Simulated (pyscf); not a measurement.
PySCF, gas phase, ωB97X-D3(BJ)/def2-SVP geometries.

Question: How much does it cost (ΔH, 298 K, ωB97M-D3(BJ)/def2-TZVP) to split H₂N–Si(NH₂)(NH₂)–Cl (SMILES N[Si](N)(N)Cl) at its Cl–Si bond into H₂N–Si•(NH₂)–NH₂ + Cl•?

Answer: Cl–Si to H₂N–Si•(NH₂)–NH₂ + Cl•: 511.1 kJ/mol. The 7 functionals that were run give +481.2 (PBE) to +513.6 kJ/mol (ωB97X-D3(BJ)). Other isomers of H₂N–Si•(NH₂)–NH₂ were not searched in full and may lie lower. Left out: the spin-orbit lowering of Cl.
